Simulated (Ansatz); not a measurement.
Trimethylsilane, relaxed with RKS PBE0-D4/def2-TZVP in Ansatz 0.2.0 from a GFN2-xTB geometry. The force threshold is 0.005 eV/Å; the program also tests the step.

The species carries charge 0 and has multiplicity 1.

Start:

```xyz
14

C    -1.518   -0.329    0.906
Si   -0.099   -0.363   -0.362
C     1.535   -0.780    0.522
C     0.047    1.342   -1.195
H    -2.468   -0.108    0.428
H    -1.621   -1.286    1.409
H    -1.353    0.426    1.669
H    -0.378   -1.389   -1.385
H     1.776   -0.043    1.283
H     2.365   -0.811   -0.177
H     1.483   -1.749    1.011
H    -0.873    1.611   -1.706
H     0.258    2.123   -0.470
H     0.846    1.355   -1.931
```

Q: How much energy does the relaxation release, and in how many steps? (Estimate.)

A: The calculation gave: 3.85 kJ/mol, in 5 steps.

Q: Which bonds change most? (Estimate.)

A: Ansatz gave: Si2–C4 from 1.904 to 1.874 Å; C1–Si2 from 1.904 to 1.874 Å; Si2–C3 from 1.904 to 1.874 Å; Si2–H8 from 1.475 to 1.494 Å.

Q: Give the relaxed structure. (An estimate is asked.)

A: Ansatz gave: 
```xyz
14

C    -1.501   -0.326    0.897
Si   -0.092   -0.338   -0.337
C     1.518   -0.770    0.517
C     0.046    1.327   -1.184
H    -2.451   -0.094    0.409
H    -1.605   -1.297    1.387
H    -1.332    0.425    1.675
H    -0.376   -1.378   -1.373
H     1.762   -0.031    1.285
H     2.347   -0.799   -0.195
H     1.458   -1.749    1.001
H    -0.881    1.584   -1.703
H     0.255    2.118   -0.458
H     0.853    1.328   -1.922
```
